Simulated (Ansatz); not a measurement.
Basis-set extrapolation for C₂H₉N₃, SMILES `NCC(N)N` (PBE0-D4/def2-TZVP geometry, frozen core, Ansatz 0.2.0). Multiplicity 1, RHF reference.

```json
{"": "HF", "def2-TZVPP": "-244.412477", "def2-QZVPP": "-244.424569"}
{"": "MP2 correlation", "def2-TZVPP": "-0.997109", "def2-QZVPP": "-1.065323"}
{"": "CCSD(T) correlation", "def2-TZVPP": "-1.077515", "def2-QZVPP": "not run"}
```

Energies in hartree. Use E(X) = E(∞) + A·exp(−7.88·√X) for Hartree–Fock and E(X) = E(∞) + B·X^(−2.97) for correlation, with X = 3 and 4, and add CCSD(T) minus MP2 of the smaller set to the MP2 limit.

**Question.** What is the CCSD(T) energy at the basis-set limit?

**Answer.** HF limit: -244.424569 + (-0.012092) × 0.13774 = -244.42623. MP2 limit: -1.065323 + (-0.068214) × 0.74074 = -1.11585. Higher-order term: -1.077515 − (-0.997109) = -0.08041. Total: -245.62249 hartree, 83.1 kcal/mol below CCSD(T)/def2-TZVPP.
